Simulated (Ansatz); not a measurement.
## AlH$_{3}$, singlet: the ladder up to full CI

Geometry: a point of a stretch scan, not a stationary point.

```xyz
4

Al    0.0024   -0.0040    0.0000
H     1.5882    0.0110   -0.0001
H    -0.8743    1.4816   -0.0030
H    -0.7775   -1.3849    0.0029
```

Basis cc-pVDZ; Ansatz 0.2.0. Correlated methods freeze the noble-gas cores, which leaves 6 electrons in 28 orbitals. R marks a restricted (for open shells ROHF) determinant. Active spaces: pair = (2e, 2o) about the gap; valence = (6e, 7o) chosen from the atoms' valence shells.

Full CI is exact within this basis and frozen core; it isn't the basis-set limit.

The UHF ⟨S²⟩ is 0.000 and the T1 diagnostic (RCCSD) is 0.0094. The largest doubles amplitude (RCCSD) is 0.046.

| level | E − E(full CI) (kcal/mol) | share of correlation (%) | wall time |
| --- | --- | --- | --- |
| RHF | 64.66 | 0.00 | – |
| RMP2 | 16.44 | 74.58 | – |
| CISD | 3.26 | 94.96 | 0.51 s |
| RCCSD | 1.02 | 98.43 | – |
| RCCSD(T) | 0.28 | 99.56 | 0.18 s |
| BCCD(T) | 0.28 | 99.57 | 0.21 s |
| RCCSDT | 0.03 | 99.96 | – |
| RCCSDT(Q) | 0.01 | 99.99 | 0.66 s |
| RCCSDTQ | 0.00 | 100.00 | 6.5 s |
| CASSCF (pair space) | 54.95 | 15.01 | – |
| NEVPT2 (pair space) | 15.69 | 75.74 | 0.3 s |
| MRCISD (pair space) | 2.28 | 96.47 | – |
| MRCISD+Q (pair space) | -0.51 | 100.79 | 0.39 s |
| CASSCF (valence space) | 35.73 | 44.74 | – |
| NEVPT2 (valence space) | 12.21 | 81.12 | 0.57 s |
| MRCISD (valence space) | 1.15 | 98.22 | – |
| MRCISD+Q (valence space) | 0.02 | 99.97 | 0.99 s |
| MRCISD+Q(relaxed) (valence space) | -0.41 | 100.63 | 1.1 s |

The correlation energy at full CI, counted from RHF, is -2.804 eV. That run took 7 s on 1 thread of Arm Neoverse V2, shared host over 2,701,046 determinants.

Times hold each run's SCF and search for its determinant on a shared host, so for small cases they say little of a method's own cost; they ran on 1 thread of Arm Neoverse V2.

More than 5 meV below full CI, which no variational method can be: MRCISD+Q (pair space), MRCISD+Q(relaxed) (valence space).

The full-CI state has the irrep A1 of C2v, in the program's axes.

Natural occupations of full CI about the gap: 1.960 1.952 1.948 0.035 0.020 0.018 0.012 0.008 0.008 0.007; effectively unpaired electrons, Σ n²(2−n)², 0.03.
